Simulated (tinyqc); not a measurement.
Pariser-Parr-Pople SCF with singles CI, for the molecule C=CC(N)=O (SMILES; centres numbered as the heavy atoms are written), step by step. One step of it, computed by the program tinyqc.

Problem. Singles CI, singlets. Over the 6 single excitations with the smallest orbital gaps: A = (e_a - e_i) delta + 2 (ia|jb) - (ij|ab), with (pq|rs) = sum c_mp c_mq gamma_mn c_nr c_ns. f = 2/3 w |mu|^2 in atomic units, mu = sqrt2 sum c_ia sum_m c_mi c_ma R_m.

orbital energies (eV): [-14.463300, -11.337436, -10.100841, -0.312373, 2.855963]

coefficients, order 1C, 2C, 3C, 4N, 5O:
$$\begin{pmatrix}
0.160409 & -0.508011 & -0.400350 & 0.677334 & 0.311660 \\
0.316083 & -0.584885 & -0.305200 & -0.464107 & -0.499458 \\
0.564363 & -0.105050 & 0.247590 & -0.379828 & 0.681827 \\
0.654300 & 0.596649 & -0.371951 & 0.173079 & -0.218168 \\
0.357417 & -0.181133 & 0.739543 & 0.389354 & -0.375398
\end{pmatrix}$$

repulsion gamma_rs (eV), order 1C, 2C, 3C, 4N, 5O:
$$\begin{pmatrix}
9.570000 & 7.005169 & 5.045634 & 3.726596 & 4.781970 \\
7.005169 & 9.570000 & 7.007180 & 5.408410 & 5.401860 \\
5.045634 & 7.007180 & 9.570000 & 8.085312 & 8.066146 \\
3.726596 & 5.408410 & 8.085312 & 16.580000 & 5.588105 \\
4.781970 & 5.401860 & 8.066146 & 5.588105 & 16.430000
\end{pmatrix}$$

Centres (angstrom, eV; a flat drawing with bonds scaled to 1.40 angstrom):
```
centre          x          y  core charge z          W   gamma_rr
1C      -1.940000   0.000000              1   9.830000   9.570000
2C      -0.727000   0.700000              1   9.830000   9.570000
3C       0.485000   0.000000              1   9.830000   9.570000
4N       1.697000   0.700000              2  27.310000  16.580000
5O       0.485000  -1.400000              1  16.230000  16.430000
```

Give: singlet CI matrix; singlet excitation energies; oscillator strengths.

Solution.

singlet CI matrix (eV), order 3>4, 2>4, 3>5, 1>4, 2>5, 1>5:
$$\begin{pmatrix}
5.0810 & -0.3238 & -0.0756 & -0.0174 & -0.3909 & 0.2558 \\
-0.3238 & 6.0269 & 0.1413 & 0.2150 & 0.0228 & 0.5420 \\
-0.0756 & 0.1413 & 7.4940 & -0.1911 & 0.0650 & -0.1470 \\
-0.0174 & 0.2150 & -0.1911 & 8.7065 & 0.2317 & 0.7009 \\
-0.3909 & 0.0228 & 0.0650 & 0.2317 & 8.2249 & 0.0983 \\
0.2558 & 0.5420 & -0.1470 & 0.7009 & 0.0983 & 10.5499
\end{pmatrix}$$

singlet excitation energies (eV): [4.9092, 6.0481, 7.4727, 8.1739, 8.5974, 10.8820]

oscillator strengths: [0.3190, 0.3785, 0.5139, 0.1274, 0.0400, 0.0155]
